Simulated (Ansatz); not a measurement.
CH7AlSi⁺, that is AlH2(CH2SiH3) with one electron fewer, relaxed as a doublet with UKS r2SCAN-D4/def2-TZVP in Ansatz, starting from the r2SCAN-D4/def2-TZVP geometry of the neutral singlet. Force threshold 0.02 eV/Å.

Start:

| atom | x (Å) | y (Å) | z (Å) |
| --- | --- | --- | --- |
| Al1 | 1.068 | -0.153 | 1.442 |
| H2 | 2.587 | 0.272 | 1.268 |
| H3 | 0.660 | -1.247 | 2.516 |
| C4 | -0.298 | 0.656 | 0.316 |
| Si5 | -0.630 | -0.271 | -1.272 |
| H6 | -1.246 | 0.714 | 0.863 |
| H7 | 0.000 | 1.675 | 0.043 |
| H8 | 0.613 | -0.369 | -2.087 |
| H9 | -1.082 | -1.659 | -0.980 |
| H10 | -1.673 | 0.383 | -2.109 |

```
         step  energy (eV)  largest force component (eV/Å)  SCF passes
            1  -15614.0099                           2.673          25
            2  -15614.5322                           1.433          26
            3  -15614.6562                           0.375          21
            4  -15614.6759                           0.151          22
            5  -15614.6806                           0.183          21
            6  -15614.6865                           0.087          21
            7  -15614.6880                           0.039          21
            8  -15614.6887                           0.049          21
            9  -15614.6938                           0.207          24
           10  -15614.7087                           0.445          23
           11  -15614.7687                           0.495          20
           12  -15614.8663                           0.525          23
           13  -15614.9463                           0.455          23
           14  -15614.9700                           0.605          22
           15  -15615.0018                           0.125          20
           16  -15615.0113                           0.194          23
           17  -15615.0152                           0.152          21
           18  -15615.0176                           0.085          21
           19  -15615.0184                           0.023          21
           20  -15615.0184                           0.027          21
21 (rejected)  -15615.0174                           0.093          22
           22  -15615.0187                           0.003          21
```

Force components are those of the run's own axes.

End:

```xyz
10

Al    1.283   -0.314    0.821
H     2.379    0.681    0.330
H     0.866   -1.371    1.890
C    -0.691    0.835    0.442
Si   -0.651   -0.319   -1.051
H    -1.329    0.623    1.298
H    -0.392    1.879    0.357
H     0.671   -1.092   -0.804
H    -1.707   -1.341   -0.979
H    -0.429    0.419   -2.305
```

Bonds formed: Al1–Si5 (atoms count from 1).

No frequencies were taken in this run, so the end may be a saddle point.

It took 65 s on 4 threads of Arm Neoverse V1 on a shared host.
